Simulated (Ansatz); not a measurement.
`CC(O)(F)CO` + H–F → `CC(O)(F)F` + CH₃OH  (substitution at a C–C bond)

Program: Ansatz. Geometries: PBE0-D4/def2-TZVP. ΔE: electronic, gas phase. CCSD(T)/CBS adds triple-zeta CCSD(T) − MP2 to the extrapolated MP2 energy (def2 sets, frozen cores). This one scheme is used for every species. Each species was taken in one conformer, which may not be the lowest.

`CC(O)(F)CO`:

Z-matrix (Å, degrees):
```
C
C 1 1.508
H 1 1.090 2 110.2
H 1 1.090 2 109.7 3 -120.0
H 1 1.093 2 110.2 3 119.4
O 2 1.384 1 112.8 3 -174.9
F 2 1.392 1 107.8 3 -54.8
C 2 1.521 1 114.4 3 63.5
H 6 0.962 2 109.3 1 40.7
O 8 1.402 2 111.8 1 63.9
H 8 1.097 2 107.3 1 -172.5
H 8 1.091 2 109.2 1 -55.1
H 10 0.963 8 106.9 2 58.1
```

H–F:

```xyz
2

F     0.289    0.032   -0.357
H    -0.289   -0.032    0.357
```

`CC(O)(F)F`:

```xyz
9

C    -0.151   -0.235    1.004
C     0.126   -0.063   -0.458
O    -0.198    1.184   -0.875
F     1.439   -0.318   -0.732
F    -0.560   -0.990   -1.189
H    -1.210   -0.068    1.194
H     0.437    0.486    1.571
H     0.120   -1.246    1.303
H    -0.003    1.250   -1.818
```

CH₃OH:

Z-matrix (Å, degrees):
```
C
O 1 1.409
H 1 1.097 2 112.4
H 1 1.090 2 107.0 3 -118.5
H 1 1.097 2 112.4 3 123.0
H 2 0.959 1 108.5 3 -61.6
```

| level | ΔE (kJ/mol) |
| --- | --- |
| HF/def2-QZVPP | -19.7 |
| SCS-MP2/def2-QZVPP | 12.9 |

What does CCSD(T)/CBS give? (Best estimate.)

The calculation gave: +16.0 kJ/mol. The listed levels differ from it by -35.7, -3.1 kJ/mol.

Largest T1 diagnostic among the species: 0.011.

The D4 term adds +10.0 kJ/mol with B3LYP and +5.6 kJ/mol with PBE0; it sums over pairs of atoms, weighted by their polarisabilities, and B3LYP, whose exchange is more repulsive, gets the larger term. In def2-TZVPP, CCSD(T) changes the Hartree–Fock value by +30.6 kJ/mol (the triples alone add +3.0 kJ/mol) and MP2 by +37.4 kJ/mol.

B3LYP here is the variant with VWN-RPA as its local correlation; programs differ in this.
